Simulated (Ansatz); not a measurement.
## Relative stability

Two relaxed structures of CH$_{5}$AlB, doublet (PBE0-D4/def2-TZVP; forces vanish, vibrations not checked).

A:

```
8
angstrom
C -0.5316 1.0579 -0.2116
B 0.5075 -0.1143 -0.2163
Al 0.2400 -2.0683 0.3834
H -1.4487 0.8964 0.3562
H -0.8120 1.3062 -1.2437
H -0.0439 1.9624 0.1741
H 1.5426 0.0479 -0.8151
H 0.5462 -3.0882 1.5732
```

B:

```xyz
8
angstrom
C -0.6386 1.1953 -0.2291
B 0.4385 -2.0163 0.6359
Al 0.7102 -0.2213 -0.2991
H -1.5122 0.9331 0.3707
H -0.9845 1.4391 -1.2388
H -0.2071 2.1119 0.1853
H 2.0818 -0.0481 -1.0883
H 0.2950 -3.0663 1.1752
```

Computed with Ansatz 0.2.0 (basis: def2-TZVPP); correlated methods freeze the cores; orbitals are unrestricted. B3LYP uses VWN-RPA correlation.

Problem. Which structure is lower at CCSD(T), and by how much? (To be estimated.)

Solution. The calculation gives: A, by 0.584 eV (electronic energy, against the other). By their contacts, A is CH₅AlB ([CH3][BH][AlH]) and B is CH₅AlB ([BH][AlH][CH3]).

All methods give the same order:

```tsv
method	E(B) − E(A) (eV)
PBE-D4	0.862
r2SCAN-D4	0.715
PBE0-D4	0.769
B3LYP-D4	0.695
wB97M-V	0.601
HF	0.392
MP2	0.556
CCSD	0.547
CCSD(T)	0.584
```

No T1 diagnostic of these runs exceeds 0.029. ⟨S²⟩ of the unrestricted Hartree–Fock references: 0.76 to 0.80 (a pure state has 0.75). The unrestricted reference is spin-contaminated, which hurts MP2 most.

Labels in which every atom is bracketed show which atoms are joined, not bond orders.

For scale, one of the runs: CCSD(T)/def2-TZVPP, 174 basis functions, launched by `ansatz run in.yaml --threads 2 --pin off --events-out ev --progress --plain --max-ram 4352MiB`. Time: 28 s of wall clock on 2 CPU threads of an AMD EPYC 9R45; the host was shared. Peak host memory: 3.6 GiB.
